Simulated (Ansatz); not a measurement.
Ansatz (a program for electronic structure) input (CCSD(T)/aug-cc-pV(D+d)Z):
A basis named .json is the Basis Set Exchange file of that set.

Ansatz 0.2 input:
```yaml
crystal:
  periodic: [false, false, false]
  atoms:
    - {symbol: B, position_ang: [-0.12810609, -0.40560462, -0.23822049]}
    - {symbol: Cl, position_ang: [1.71467412, -0.21731930, -0.45425558]}
    - {symbol: Cl, position_ang: [-0.60316472, -0.66066942, 1.54705895]}
    - {symbol: Cl, position_ang: [-1.07383114, 0.99728420, -1.02273852]}
basis:
  gaussian:
    orbitals: aug-cc-pV_D+d_Z.json
total_charge: -1
magnetization: {spin_polarized: true, initial_magnetization: 1}
correlation: {method: ccsd_t, electrons: outside_noble_gas}
output: {forces: true}
```

End of the output:

```
mean field evaluation 64: about -38178.5334 eV, gradient 2.1e1 eV
mean field -38186.91708776 eV, -1403.3433189531 hartree, gradient 2.8e-6 eV, S^2 0.755598; 1 other end points of the search recorded, 0 dependent functions left out
determinant -38186.91708776 eV, -1403.3433189531 hartree, with singles and doubles -38202.57008160 eV, -1403.9185558668 hartree
determinant -38183.73886553 eV, -1403.2265214404 hartree, with singles and doubles -38199.49452843 eV, -1403.8055313726 hartree
16 core orbitals not correlated
reference -38186.91708776 eV, -1403.3433189531 hartree; 13, 12 occupied and 90, 91 virtual orbitals, 1130 factors
too little memory for Intel AMX tiles; the run may be slower
densities: 1.86 GiB planned
second order -14.61086928 eV of doubles, -0.00000000 eV of singles
coupled cluster: 1.19 GiB planned
cycle   1  -15.64812951 eV  change   -2.2e-1 eV  update   3.2e-2
cycle   2  -15.67897969 eV  change   -3.1e-2 eV  update   9.9e-3
cycle   3  -15.68584286 eV  change   -6.9e-3 eV  update   7.1e-3
cycle   4  -15.68722389 eV  change   -1.4e-3 eV  update   3.4e-3
cycle   5  -15.68728910 eV  change   -6.5e-5 eV  update   1.5e-3
cycle   6  -15.68745627 eV  change   -1.7e-4 eV  update   4.8e-4
cycle   7  -15.68751188 eV  change   -5.6e-5 eV  update   1.5e-4
cycle   8  -15.68750934 eV  change    2.5e-6 eV  update   6.2e-5
cycle   9  -15.68750087 eV  change    8.5e-6 eV  update   2.6e-5
cycle  10  -15.68750236 eV  change   -1.5e-6 eV  update   1.2e-5
cycle  11  -15.68750132 eV  change    1.0e-6 eV  update   5.8e-6
cycle  12  -15.68750036 eV  change    9.5e-7 eV  update   2.5e-6
perturbative correction -0.53792874 eV, -0.0197685167 hartree
the calculation of the forces begins
Total energy: -38203.14251686 eV, -1403.9395924747 hartree
Atom 0 at    -0.128106    -0.405605    -0.238220 Å, force    -0.038600    -0.122213    -0.071778 eV/Å
Atom 1 at     1.714674    -0.217319    -0.454256 Å, force     0.166646     0.017511    -0.019224 eV/Å
Atom 2 at    -0.603165    -0.660669     1.547059 Å, force    -0.042762    -0.022544     0.161587 eV/Å
Atom 3 at    -1.073831     0.997284    -1.022739 Å, force    -0.085285     0.127246    -0.070584 eV/Å
Dipole moment:     0.036684     0.116148     0.068216 e Å
```
